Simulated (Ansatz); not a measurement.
A made-up structure of SiHClF, doublet:

```json
{"atom": "F1", "x (Å)": "-1.0278", "y (Å)": "-0.3703", "z (Å)": "1.0827"}
{"atom": "Si2", "x (Å)": "-0.2517", "y (Å)": "-0.2524", "z (Å)": "-0.3062"}
{"atom": "Cl3", "x (Å)": "1.7460", "y (Å)": "-0.5082", "z (Å)": "0.0424"}
{"atom": "H4", "x (Å)": "-1.4132", "y (Å)": "-0.4487", "z (Å)": "1.9033"}
```

It is relaxed with PBE-D4/def2-SVP and then PBE0-D4/def2-TZVP (Ansatz 0.2.0). Atoms count as bonded within 1.22 times the sum of their covalent radii (H–H: 0.88 Å). The end point is not checked to be a true minimum.

**Question.** Does its bonding change? (Judge from chemistry; the calculation decides.)

**Answer.** The calculation gives: Yes. Formed: none; broken: F1–Si2.

Where it ends: The first stage lowers the energy by 2.46 eV in 16 steps. It ends as a complex of SiCl + HF:
```json
{"atom": "F1", "x (Å)": "-1.4413", "y (Å)": "-0.3699", "z (Å)": "1.2519"}
{"atom": "Si2", "x (Å)": "-0.2519", "y (Å)": "-0.1781", "z (Å)": "-0.7811"}
{"atom": "Cl3", "x (Å)": "1.3886", "y (Å)": "-0.5210", "z (Å)": "0.5350"}
{"atom": "H4", "x (Å)": "-0.6421", "y (Å)": "-0.5107", "z (Å)": "1.7165"}
```

For scale, one of the runs: PBE0-D4/def2-TZVP relaxation, 111 basis functions, launched by `ansatz run in.yaml --threads 2 --pin off --events-out ev --progress --plain --max-ram 4352MiB`. Hardware: 2 CPU threads of an Arm Neoverse V2, shared host. Wall time about 22 s.
